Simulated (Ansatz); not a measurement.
Molecule (SMILES): P (PH3).
Atoms: P1, H2, H3, H4. Bonds: P1-H2, P1-H3, P1-H4.

Basis-set convergence of the harmonic zero-point energy at HF with Ansatz (a quantum-chemistry and plane-wave program). Each level at its own minimum, finite differences of forces, unscaled; the reference is a large set that could be run, not a limit. Cartesian d functions, on some or all atoms, in 6-31+G*, 6-311G**, 6-311+G**; all else is spherical. The program fits the integrals of some runs and decomposes those of others, by size. No added dispersion term, no relativity. Reference: the value in aug-pcseg-2, 15.96 kcal/mol. Deviations are taken from unrounded values.

```json
[
 {"basis": "3-21G", "functions": "19", "harmonic zero-point energy (kcal/mol)": "15.49", "minus reference (kcal/mol)": "-0.47"},
 {"basis": "def2-SV(P)", "functions": "24", "harmonic zero-point energy (kcal/mol)": "16.20", "minus reference (kcal/mol)": "0.25"},
 {"basis": "6-31+G*", "functions": "29", "harmonic zero-point energy (kcal/mol)": "16.41", "minus reference (kcal/mol)": "0.45"},
 {"basis": "def2-SVP", "functions": "33", "harmonic zero-point energy (kcal/mol)": "16.04", "minus reference (kcal/mol)": "0.08"},
 {"basis": "pcseg-1", "functions": "33", "harmonic zero-point energy (kcal/mol)": "16.27", "minus reference (kcal/mol)": "0.31"},
 {"basis": "cc-pV(D+d)Z", "functions": "38", "harmonic zero-point energy (kcal/mol)": "16.00", "minus reference (kcal/mol)": "0.05"},
 {"basis": "6-311G**", "functions": "45", "harmonic zero-point energy (kcal/mol)": "16.08", "minus reference (kcal/mol)": "0.12"},
 {"basis": "6-311+G**", "functions": "49", "harmonic zero-point energy (kcal/mol)": "16.08", "minus reference (kcal/mol)": "0.12"},
 {"basis": "aug-pcseg-1", "functions": "54", "harmonic zero-point energy (kcal/mol)": "16.13", "minus reference (kcal/mol)": "0.17"},
 {"basis": "def2-TZVP", "functions": "55", "harmonic zero-point energy (kcal/mol)": "15.99", "minus reference (kcal/mol)": "0.03"},
 {"basis": "def2-TZVPD", "functions": "70", "harmonic zero-point energy (kcal/mol)": "15.97", "minus reference (kcal/mol)": "0.01"},
 {"basis": "pcseg-2", "functions": "76", "harmonic zero-point energy (kcal/mol)": "16.00", "minus reference (kcal/mol)": "0.04"},
 {"basis": "cc-pV(T+d)Z", "functions": "81", "harmonic zero-point energy (kcal/mol)": "15.97", "minus reference (kcal/mol)": "0.01"},
 {"basis": "jun-cc-pV(T+d)Z", "functions": "90", "harmonic zero-point energy (kcal/mol)": "15.96", "minus reference (kcal/mol)": "0.00"},
 {"basis": "def2-TZVPPD", "functions": "99", "harmonic zero-point energy (kcal/mol)": "15.97", "minus reference (kcal/mol)": "0.01"},
 {"basis": "6-311++G(3df,3pd)", "functions": "101", "harmonic zero-point energy (kcal/mol)": "16.00", "minus reference (kcal/mol)": "0.04"},
 {"basis": "aug-pcseg-2", "functions": "119", "harmonic zero-point energy (kcal/mol)": "15.96", "minus reference (kcal/mol)": "0.00"},
 {"basis": "aug-cc-pV(T+d)Z", "functions": "124", "harmonic zero-point energy (kcal/mol)": "15.96", "minus reference (kcal/mol)": "0.00"}
]
```
